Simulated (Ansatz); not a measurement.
## Worked example: correlation energy of SiH$_{4}$, triplet

All five atoms lie in one plane.

Geometry: a point of a stretch scan, not a stationary point.

```yaml
atoms:
  - { symbol: Si, position_ang: [0.0002, -0.0192, -0.0191] }
  - { symbol: H, position_ang: [-0.0178, 1.6787, 1.6671] }
  - { symbol: H, position_ang: [-0.0163, -1.0969, 1.0659] }
  - { symbol: H, position_ang: [0.0167, 1.0584, -1.1041] }
  - { symbol: H, position_ang: [0.0117, -1.1043, -1.0967] }
```

Basis 6-31G; Ansatz 0.2.0. Correlated methods freeze the noble-gas cores, which leaves 8 electrons in 16 orbitals. R marks a restricted (for open shells ROHF) determinant, U an unrestricted one.

Full CI is exact within this basis and frozen core; it isn't the basis-set limit. The frozen core follows each run's orbitals, which can shift R against U totals by a few meV.

Runs differ by some tens of microhartree through their thresholds and, for an open shell, their frozen cores, so steps under 0.1 kcal/mol mean nothing.

| level | total energy (hartree) |
| --- | --- |
| UHF | -290.992791 |
| UMP2 | -291.047249 |
| UCCSD | -291.074411 |
| UCCSD(T) | -291.075420 |
| UCCSDT | -291.075919 |
| UCCSDT(Q) | -291.075958 |
| UCCSDTQ | -291.075956 |
| full CI | -291.075954 |

**Question.** What is the correlation energy at full CI, and what share of it do UMP2 and UCCSD recover?

**Answer.** E(corr) = -291.075954 − (-290.992791) = -0.083163 hartree = -2.263 eV. UMP2: -0.054458 / -0.083163 = 65.48 %. UCCSD: -0.081620 / -0.083163 = 98.14 %.

**Question.** By how many kcal/mol does UCCSD(T) miss full CI (1 hartree = 627.509 kcal/mol), and which steps make up the rest?

**Answer.** -291.075420 − (-291.075954) = 0.000534 hartree = 0.34 kcal/mol. Steps: UCCSDT − UCCSD(T) = -0.31, UCCSDT(Q) − UCCSDT = -0.02, UCCSDTQ − UCCSDT(Q) = 0.00, full CI − UCCSDTQ = 0.00 kcal/mol. That is within 1 kcal/mol of the reference in this basis, which itself misses far more of the correlation at the basis-set limit.
